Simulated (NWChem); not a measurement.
Molecule: carbon disulfide (CS2); SMILES S=C=S

All runs: NWChem. Pople sets run with spherical d functions. Structure relaxed at the PBE0/def2-SVP level. B3LYP is NWChem's, with the RPA form of VWN correlation. Total energies compare along this basis series because the functional is fixed.

```tsv
level	basis functions	energy (Ha)	highest occupied level (eV)	orbital gap (eV)
B3LYP/STO-3G	23	-825.1962	-3.84	6.31
B3LYP/3-21G	35	-830.3417	-7.68	5.72
B3LYP/6-31G*	50	-834.4823	-7.55	5.55
B3LYP/6-31+G*	62	-834.4855	-7.65	5.46
B3LYP/def2-SVP	50	-834.2461	-7.45	5.60
B3LYP/def2-SVPD	74	-834.2550	-7.70	5.43
B3LYP/def2-TZVP	105	-834.5662	-7.58	5.41
B3LYP/6-311++G**	82	-834.5525	-7.65	5.47
B3LYP/aug-cc-pVTZ	146	-834.5730	-7.63	5.41
```
